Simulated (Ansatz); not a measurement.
`CC(O)F` + `C=N` → `CC=N` + `OCF` at 400 K and 1 bar (formal exchange of groups at a C–C bond).

Isolated molecules relaxed with PBE0-D4/def2-TZVP in Ansatz; ΔE leaves out vibrations. CCSD(T)/CBS is the MP2 limit (def2-TZVPP, def2-QZVPP) plus CCSD(T) − MP2 in def2-TZVPP, frozen cores. This one scheme is used for every species. Each species was taken in one conformer, which may not be the lowest.

```json
{"species": "`CC(O)F`", "CCSD(T)/CBS energy (Eh)": "-254.08332", "H − E (kJ/mol)": "214.6", "S (J/(mol·K))": "309.8"}
{"species": "`C=N`", "CCSD(T)/CBS energy (Eh)": "-94.52360", "H − E (kJ/mol)": "119.4", "S (J/(mol·K))": "238.9"}
{"species": "`CC=N`", "CCSD(T)/CBS energy (Eh)": "-133.79309", "H − E (kJ/mol)": "199.7", "S (J/(mol·K))": "281.6"}
{"species": "`OCF`", "CCSD(T)/CBS energy (Eh)": "-214.81254", "H − E (kJ/mol)": "136.0", "S (J/(mol·K))": "272.5"}
```

H − E and S are ideal-gas, rigid-rotor, harmonic terms from PBE0-D4/def2-TZVP, for one conformer and one mirror image of each species. 1 Eh = 2625.50 kJ/mol, R = 8.31446 J/(mol·K).

**Question.** By hand: ΔE, ΔH, ΔS and ΔG.

**Answer.** ΔE = (-133.79309) + (-214.81254) − (-254.08332) − (-94.52360) = 0.00129 Eh = 3.4 kJ/mol. Δ(H − E) = 199.7 + 136.0 − 214.6 − 119.4 = 1.7, so ΔH = 5.1 kJ/mol. ΔS = 281.6 + 272.5 − 309.8 − 238.9 = 5.4 J/(mol·K). ΔG = 5.1 − 400 × (5.4)/1000 = 2.9 kJ/mol.

**Question.** By hand: the equilibrium constant, and the temperature at which ΔG would vanish if ΔH and ΔS stayed fixed.

**Answer.** log₁₀ K = −ΔG/(RT ln 10) = -0.4. ΔG = 0 at ΔH/ΔS = 944 K, though so small a ΔH makes that figure unsure.

TΔS isn't small against ΔH here. The sign of ΔG lies within the doubt. A doubt of 5 kJ/mol in ΔE shifts log₁₀ K by 0.7 here. Other conformers and mirror images would add mixing entropy, several J/(mol·K) or more a flexible species. These are equilibria of isolated gas molecules and say nothing of rates. Largest T1 diagnostic: 0.012 (customary marks: 0.02 for closed shells, 0.045 for open ones).
